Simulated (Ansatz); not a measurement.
Relaxed structures of Si$_{2}$H$_{3}$O, doublet (PBE0-D4/def2-TZVP; forces vanish, vibrations not checked; lower isomers may exist, and structures with a doubtful reference or unclear bonds are left out; Å). Program: Ansatz 0.2.0. Basis: def2-TZVPP. Cores are frozen in the correlated methods; orbitals are unrestricted.

Task: Rank them by CCSD(T) energy, lowest first, and give each one's height above the lowest. Links in brackets join atoms within 1.22 times the sum of their covalent radii (1.1 for two metals). (To be estimated.)
A.
Si₂H₃O ([Si][O][SiH3])
```
6
angstrom
O 0.4372 -0.7489 -0.7366
Si 0.9980 -2.0775 0.0460
Si -0.3603 0.6911 -0.6016
H -1.5648 0.6408 -1.4646
H 0.5460 1.7717 -1.0585
H -0.7572 0.9247 0.8111
```
B.
Si₂H₃O ([O][Si][SiH3])
```
6
angstrom
O 0.8142 -1.9739 1.5901
Si 0.8406 -1.5406 0.1264
Si -0.2628 0.5817 -0.3375
H -1.3481 0.2872 -1.3084
H 0.7533 1.4574 -0.9759
H -0.7972 1.1883 0.9053
```
C.
Si₂H₃O ([O][SiH][SiH2])
```
6
angstrom
O 0.1467 -2.4103 1.3103
Si 0.8726 -1.5476 0.2857
Si -0.0073 0.3587 -0.5883
H -1.4391 0.6807 -0.4059
H 0.6232 0.9890 -1.7726
H 2.2633 -1.8027 -0.1865
```

Result: The calculation gives: A (0.00 kcal/mol), B (27.78 kcal/mol), C (35.42 kcal/mol). Heights count from the lowest.

No T1 diagnostic of these runs exceeds 0.027. ⟨S²⟩ of the unrestricted Hartree–Fock references: 0.78 (a pure state has 0.75).

For scale, one of the runs: CCSD(T)/def2-TZVPP, 157 basis functions, launched by `ansatz run in.yaml --threads 2 --pin off --events-out ev --progress --plain --max-ram 4352MiB`. Hardware: 2 CPU threads of an Arm Neoverse V1, shared host. Wall time 63 s; peak host memory 2.4 GiB.
